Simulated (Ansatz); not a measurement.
# FS2: the cost of one run

Computed with Ansatz 0.2.0, Gaussian basis. Level: def2-QZVPP, all electrons in the functionals, frozen cores in the correlation of double hybrids and RPA.

The runs, in order: wB97M-V, B2PLYP, at charge 0, quartet; charge 0, doublet; charge 0, sextet; charge 1, triplet; charge 1, quintet.

### Step 1. What is computed

The geometry is a PBE0/def2-TZVP stationary point (not a proven minimum).

3 atoms, charge 0, spin multiplicity 4.

Atoms are counted from 1 here; the program's logs count them from 0.

Bond lengths: F1–S2 1.740 Å, S2–S3 1.950 Å. Angles: F1–S2–S3 180.0°.

No dispersion term is added; wB97M-V holds VV10 nonlocal correlation.

The geometry shown and the zero of energy belong to the point charge 0, quartet. The yardstick, UCCSD(T), and other wave-function levels (R restricted, U unrestricted, valence and pair active spaces) come from earlier runs.

### Step 2. wB97M-V, charge 0, quartet

Input file in.yaml:

```yaml
crystal:
  periodic: [false, false, false]
  atoms:
    - {symbol: F, position_ang: [0.000000, 0.000000, 1.810100]}
    - {symbol: S, position_ang: [0.000000, 0.000000, 0.070000]}
    - {symbol: S, position_ang: [0.000000, 0.000000, -1.880100]}
basis:
  gaussian: {orbitals: "def2-QZVPP.json"}
magnetization: {spin_polarized: true, initial_magnetization: 3}
hamiltonian: {xc: {name: wB97M-V}}
output: {orbitals: {seedname: orbitals}}
```

On the command line:

```
ansatz run in.yaml --threads 1 --pin off --events-out ev --progress --plain --max-ram 2393MiB
```

What time and memory should one allow on 1 thread of Arm Neoverse V1, shared host?

About 26 s, with a peak of 0.55 GiB.
